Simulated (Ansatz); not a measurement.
**BH₂+ (singlet): from Hartree-Fock to the top rungs at scale of all distances = 1.304, aug-cc-pVTZ**

How much of the correlation energy of BH₂+ (singlet) does each wave-function method recover here?

The runs use Ansatz 0.2.0, Gaussian basis; aug-cc-pVTZ, core rule «outside noble gas», up to 1 orbitals frozen.

The runs, in order: UHF; CCSD(T) on RHF; BCCD(T) on RHF; CCSDT(Q) on RHF; CASSCF and NEVPT2, 4 electrons in 6 orbitals; Full CI.

17 further runs of the same task are left out: 9 that didn't finish, 8 set aside as unsound or not needed.

## 1. The system

The geometry derives from a PBE0/def2-TZVP stationary point (not a proven minimum). All distances are scaled together.

3 atoms, charge 1, spin multiplicity 1.

Atoms are counted from 1 here; the program's logs count them from 0.

No contacts short enough for the rule that draws bonds.

## 2. UHF

Input file in.yaml:

```yaml
crystal:
  periodic: [false, false, false]
  atoms:
    - {symbol: B, position_ang: [0.000000, 0.000000, 0.000000]}
    - {symbol: H, position_ang: [0.000000, 0.000000, -1.537652]}
    - {symbol: H, position_ang: [0.000000, 0.000000, 1.537652]}
basis:
  gaussian: {orbitals: aug-cc-pVTZ}
total_charge: 1
magnetization: {spin_polarized: true, initial_magnetization: 0}
hamiltonian: {xc: hf}
output: {orbitals: {seedname: orbitals}}
```

Command:

```sh
$ ansatz run in.yaml --threads 1 --pin off --events-out ev --progress --plain --max-ram 2393MiB
```

After this run come: CCSD(T) on RHF; BCCD(T) on RHF; CCSDT(Q) on RHF; CASSCF and NEVPT2, 4 electrons in 6 orbitals; Full CI.

Q: Predict the results of all the runs planned. Wanted: FCI below the RHF energy; RMP2 from FCI; RCCSD from FCI; RCCSD(T) from FCI; RCCSDT(Q) from FCI; NEVPT2 valence from FCI; T1 diagnostic; effectively unpaired electrons.

As calculated:

| quantity | value |
| --- | --- |
| FCI below the RHF energy | -2.6719 eV |
| RMP2 from FCI | +14.93 kcal/mol |
| RCCSD from FCI | +1.46 kcal/mol |
| RCCSD(T) from FCI | +0.38 kcal/mol |
| RCCSDT(Q) from FCI | +0.01 kcal/mol |
| NEVPT2 valence from FCI | +5.46 kcal/mol |
| levels within 1 kcal/mol (43 meV) | RCCSD(T), BCCD(T), RCCSDT, RCCSDT(Q) |
| T1 diagnostic | 0.010 |
| effectively unpaired electrons | 0.06 |

In words: RCCSD(T) lands +0.38 kcal/mol from the yardstick (0.6 % of the correlation energy). One determinant dominates. These misses are within one basis, not against nature.
